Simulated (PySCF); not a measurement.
Estimate the missing entries of this data sheet.

Compound: C2H5O2S (charge -1).
SMILES: `[CH2-]S(C)(=O)=O`

```csv
property,level,value
"rotational constants A, B, C",PBE0-D3(BJ)/def2-SVP,?
HOMO energy,PBE0/pcSseg-1,-0.33 eV
LUMO energy,PBE0/pcSseg-1,?
13C chemical shifts (computed TMS as zero) by class,GIAO PBE0/pcSseg-1,?
1H chemical shifts (computed TMS as zero) by class,GIAO PBE0/pcSseg-1,?
"isotropic shieldings of nuclei other than C and H, by class",GIAO PBE0/pcSseg-1,?
core binding energies,"ΔSCF SCAN, pcX-2 on the ionised atom, pcseg-1 elsewhere, spin-free X2C, 2p3/2 from a spin–orbit splitting computed afterwards within the 2p shell",?
```

Electronic properties: PySCF, gas phase, density fitting. Isolated species at its PBE0-D3(BJ)/def2-SVP geometry, gas phase. NMR classes are plain means over equivalent atoms (diastereotopic ones count apart unless rotation or inversion swaps them), as if these changed places fast; in this geometry the members of some classes differ. No diffuse functions stand in pcSseg-1, which bears on an anion's orbital energies.

(1) Give the LUMO energy.

(2) The 13C chemical shifts (computed TMS as zero) by class?

(3) The isotropic shieldings of nuclei other than C and H, by class?

(4) Give the 1H chemical shifts (computed TMS as zero) by class.

(5) The core binding energies?

(6) The rotational constants A, B, C?

Answers

(1) 5.99 eV.

(2) 58.6 (1 C), 26.9 (1 C) ppm.

(3) 102 (2 O), 151 (1 S) ppm.

(4) 2.18 (3 H), 0.93 (2 H) ppm.

(5) S2p3/2 167.7, C1s 283.9, C1s 286.1, O1s 531.5 (×2), S1s 2476.6 eV.

(6) 4.787, 4.364, 4.180 GHz.

With B = h/(8π²I), that is 505.379 GHz u Å² over I, the principal moments of inertia are 105.6, 115.8 and 120.9 u Å² (most abundant isotopes); the inertial defect Ic − Ia − Ib is -100.5 u Å² (zero for a rigid planar frame, negative otherwise). The rotational constants make it an asymmetric top with κ = (2B − A − C)/(A − C) = -0.39, nearer the prolate limit (−1).

For the NMR shielding job (PBE0/pcSseg-1), the run took 8.6 s of wall time on x86-64 server, one thread, no GPU (shared host).
